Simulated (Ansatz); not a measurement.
SiH2SF (SMILES F[SiH]S): methods side by side

SiH2SF: 5 atoms, total charge 0, spin state doublet. As SMILES, `F[SiH]S`. Geometry: relaxed at PBE0-D4/def2-TZVP. This is one conformer, not always the lowest.

```xyz
5

F    -1.2423   -0.5272    1.1342
Si   -0.6294   -0.1680   -0.3033
S     1.4007    0.4385   -0.1918
H    -0.6218   -1.4165   -1.1155
H     1.1427    1.5995    0.4350
```

Each level gives the energy change with the Si2–H4 bond stretched from 1.489 to 3.724 Å (eV). The values are calculated.

| level | kind | program | value (eV) | less FCI/STO-3G | CPU time (all runs) |
| --- | --- | --- | --- | --- | --- |
| UHF/STO-3G | Hartree–Fock | Ansatz | 3.38 | +0.17 | 0.83 s |
| U-revPBE/STO-3G | GGA | Ansatz | 3.46 | +0.25 | 5.6 s |
| U-r2SCAN/STO-3G | meta-GGA | Ansatz | 3.65 | +0.44 | 14 s |
| UPBE0/STO-3G | global hybrid | Ansatz | 3.61 | +0.40 | 5.5 s |
| UHSE06/STO-3G | range-separated hybrid | Ansatz | 3.61 | +0.40 | 7.3 s |
| RPA@PBE/STO-3G | RPA | Ansatz | 3.15 | -0.06 | 6.5 s |
| UMP2/STO-3G | perturbation theory | Ansatz | 3.24 | +0.03 | 0.92 s |
| UCCSD(T)/STO-3G | coupled cluster or CI | Ansatz | 3.21 | 0.00 | 1.2 s |
| FCI/STO-3G | exact in the basis | Ansatz | 3.21 | 0.00 | 39 s |

FCI/STO-3G is exact within its basis and frozen core, so for wave-function methods in that basis the difference is their error; functionals converge differently with the basis, so for them it is only a difference. The first shape isn't each level's own minimum. The values span 3.15 to 3.65 eV. All rows use very small basis sets, so even the best lies far from the true value. Times are those of the runs behind each value, whatever else they computed, on shared processors of several kinds: orders of magnitude only.
